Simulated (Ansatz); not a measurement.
Rutile MnF2 was calculated with PBE+U in Ansatz (plane waves, PAW).

Settings: plane-wave cutoff 500 eV, 8×8×12 k mesh (along the axes of the cell as run), Fermi–Dirac smearing 0.05 eV, U_eff Mn 3.9 eV, ferromagnetic start, spin-polarised with parallel moments, scalar-relativistic PAW data made under PBE.

Cell (relaxed at this level):

MnF2 has the tetragonal space group P4₂/mnm (No. 136), the rutile structure, Pearson symbol tP6. Conventional cell: a = 4.9848 Å, b = 4.9848 Å, c = 3.3657 Å, α = 90.00°, β = 90.00°, γ = 90.00°. Mn on 2a is surrounded by 6 F at 2.153–2.171 Å (octahedral). F on 4f has 3 Mn at 2.153–2.171 Å (trigonal planar). (Neighbours: up to the widest gap in distance over summed covalent radii, below 1.35, at either atom; cation-cation and far metal-metal contacts left out.)

Q: Give the computed magnetic moment (largest site, within a sphere) and band gap.

A: 
magnetic moment (largest site, within a sphere): 4.29 μB
band gap: 2.55 eV (on the SCF k mesh)

Measured, for comparison: band gap 9.9 eV (temperature not stated, no zero-point or thermal correction, the source doubts the polymorph; as tabulated in Das and Bazhirov (2019), arXiv:1808.05325). Computed (rounded) less measured: band gap not scored (a reference that its source doubts or gives as a wide range).

Moments are spin moments.

The computed numbers hold no vibrational or temperature effects.

Ansatz is a quantum-chemistry and plane-wave program.
